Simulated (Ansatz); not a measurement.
Mulliken charges of thiophene (`c1ccsc1`) from r2SCAN/def2-TZVPP in Ansatz (PBE0-D4/def2-TZVP geometry).

| atom | x (Å) | y (Å) | z (Å) | charge (e) |
| --- | --- | --- | --- | --- |
| C1 | 0.196 | 0.971 | 0.010 | -0.141 |
| C2 | 0.978 | -0.207 | 0.104 | -0.141 |
| C3 | 0.222 | -1.340 | 0.032 | -0.096 |
| S4 | -1.433 | -0.974 | -0.149 | 0.071 |
| C5 | -1.133 | 0.704 | -0.131 | -0.096 |
| H6 | 0.602 | 1.974 | 0.046 | 0.097 |
| H7 | 2.053 | -0.215 | 0.220 | 0.097 |
| H8 | 0.552 | -2.366 | 0.076 | 0.104 |
| H9 | -1.949 | 1.405 | -0.224 | 0.104 |

Q: By hand: the dipole of these point charges (1 e Å = 4.8032 D).

A: Σ q r = (-0.068, -0.045, -0.007) e Å, of length 0.082 e Å = 0.39 D.

Q: How does the dipole of the full density compare? (Estimate.)

A: The calculation gave: (0.084, 0.057, 0.009) e Å, 0.49 D; the point charges give 0.80 times that, at 179° from its direction, so they point the opposite way.

Point charges leave out the atoms' own dipoles, such as those of lone pairs, and Mulliken's split depends on the basis, so the two needn't agree.
